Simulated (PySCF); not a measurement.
**Silicon: a sound run and one with changed settings**

Sound run: Si [Ne] 3s2 3p2, Si⁺ [Ne] 3s2 3p1. All numbers are calculated (PySCF 2.14, the non-relativistic Hamiltonian (point nucleus), in def2-TZVP (5s5p2d1f, 37 functions)). In the sound run the correlated levels freeze [Ne]. The sound run starts from symmetry-adapted Hartree-Fock orbitals and uses a fine grid where one is needed.

Changed run: all electrons correlated in a basis built for the valence shell.

| species | method | sound run (hartree) | changed run (hartree) | converged |
| --- | --- | --- | --- | --- |
| Si | MP2 | -288.90571 | -289.00862 | yes |
| Si | CCSD(T) | -288.92674 | -289.03044 | yes |
| Si⁺ | MP2 | -288.61035 | -288.71334 | yes |
| Si⁺ | CCSD(T) | -288.62891 | -288.73289 | yes |

Ionisation energy of Si:

```
 method  sound run (eV)  changed run (eV)
    UHF           7.640             7.640
    MP2           8.037             8.035
SCS-MP2           7.953             7.951
   CCSD           8.067             8.062
CCSD(T)           8.105             8.097
```

A valence basis has no tight correlating functions, so it recovers only part of the core correlation, and not evenly between atom and ion.

For comparison, NIST gives 8.152 eV between the lowest levels.
